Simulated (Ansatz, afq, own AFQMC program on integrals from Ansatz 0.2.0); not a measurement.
Integrals from Ansatz 0.2.0, then the random walk in our own AFQMC program (afq).

```yaml
crystal:
  periodic: [false, false, false]
  atoms:
    - {symbol: O, position_ang: [0.000000, -0.091162, 0.037767]}
    - {symbol: H, position_ang: [0.000000, 0.960844, -1.458402]}
    - {symbol: H, position_ang: [0.000000, 0.486209, 0.858907]}
basis:
  gaussian: {orbitals: 6-31G}
total_charge: 1
magnetization: {spin_polarized: true, initial_magnetization: 1}
correlation: {method: ccsd_t, electrons: outside_noble_gas, hamiltonian_folder: ham}
```

```sh
$ ansatz run in.yaml --threads 1 --pin off --events-out ev --progress --plain --max-ram 15360MiB --backend cuda --devices 0, --max-vram 18GiB
```

afq runs on the folder ham with

```
--method phaseless --trial cisd --walkers 4000 --populations 20 --least-time 60 --time-step 0.005 --steps-per-block 50 --equilibration-blocks 40 --max-blocks 4000 --target-error 0.00032 --factor-cut 1e-05 --start spin_pure --seed 1164 --release-times 0.24,0.51,0.99,1.62,2.4 --release-step 0.03 --release-every 3 --taylor-order 6
```

Times are imaginary, in 1/Eh. The walk had a cap of 122 s. With eight or more populations the least sampling time is a fifth of least-time, and the error comes from their spread.

Output of the walk:

```
orbitals 12  electrons 4 3  factors 62 of 139
reference energy -75.47559778 Eh
CCSD correlation -0.11086605 Eh in 16 cycles, weight of the determinant in the CISD state 0.8077
energy of the start -75.574953 Eh
 block  time / (1/Eh)  mean weight  energy / Eh
     1     0.250  0.9997  -75.581402
     2     0.500  0.9999  -75.585127
     3     0.750  0.9999  -75.586977
     4     1.000  1.0001  -75.587546
     5     1.250  1.0000  -75.587738
     8     2.000  0.9999  -75.589079
    11     2.750  1.0002  -75.588727
    17     4.250  1.0000  -75.588902
    23     5.750  1.0001  -75.589313
    29     7.250  1.0002  -75.588898
    35     8.750  1.0000  -75.589563
    41    10.250  1.0001  -75.589092
    47    11.750  1.0000  -75.589202
    53    13.250  1.0000  -75.588136
    59    14.750  1.0000  -75.589004
    65    16.250  1.0002  -75.589281
    71    17.750  1.0000  -75.589168
    77    19.250  1.0001  -75.589454
    81    20.250  1.0000  -75.590566
    83    20.750  0.9997  -75.589036
    89    22.250  1.0001  -75.588635
error from the spread of 20 populations
released: time / (1/Eh)  energy / Eh  error  mean overlap
  0.24  -75.589098  0.000119  1.0026
  0.51  -75.589201  0.000065  1.0044
  0.99  -75.589217  0.000073  1.0057
  1.62  -75.589362  0.000252  1.0051
  2.40  -75.589331  0.000107  1.0062
energy -75.589050 +/- 0.000092 Eh
(rows thinned)
```

The run passed its tests (sampling time, drift between the halves within three errors, error under three times the target), which doesn't prove that it has relaxed.

Against this walk (error 2.5 meV) on the same determinant: CCSD(T) 27.5 meV higher, CCSDT(Q) 10.4 meV lower, CCSDTQ 8.3 meV lower, full CI 8.5 meV lower. The error is statistical and leaves out the bias of the constraint. The determinant has ⟨S²⟩ = 1.26, so the low cluster orders mix in higher spin, while the walk starts as a pure doublet. Released to 2.40 1/Eh the energy moves by -8 ± 4 meV (both errors), within twice the noise. Full CI is exact here, so the walk's 8 meV above it is the walk's own error: the bias of the constraint with this trial. The determinant is a poor start (see the cautions), so the low cluster orders aren't to be relied on, and full CI is the sure value.

Cautions: constraint bias not in the error; strong correlation (T1 0.090, weight of the determinant 0.81, largest double 0.16); unrestricted determinant spin contaminated (⟨S²⟩ 1.26 against 0.75); the CCSD(T) amplitudes may be one of several solutions (largest double 0.16); the CCSDT(Q) amplitudes may be one of several solutions (largest double 0.18); the CCSDTQ amplitudes may be one of several solutions (largest double 0.18).

The walk took 24 s on 1 × NVIDIA H100 80GB HBM3 with 2 threads of AMD EPYC 7R13 Processor (Zen 3), on a shared host (the card was shared). The log's last line is the phaseless energy.

CCSDT and higher add their correlation energy to the determinant of the CCSD(T) run, since their own runs factorise the integrals more tightly (a shift of under 2 meV). A walk keeps the symmetry of its determinant, which the program's search chose and which needn't be the lowest solution, so a lower state of the same spin and another symmetry isn't excluded.
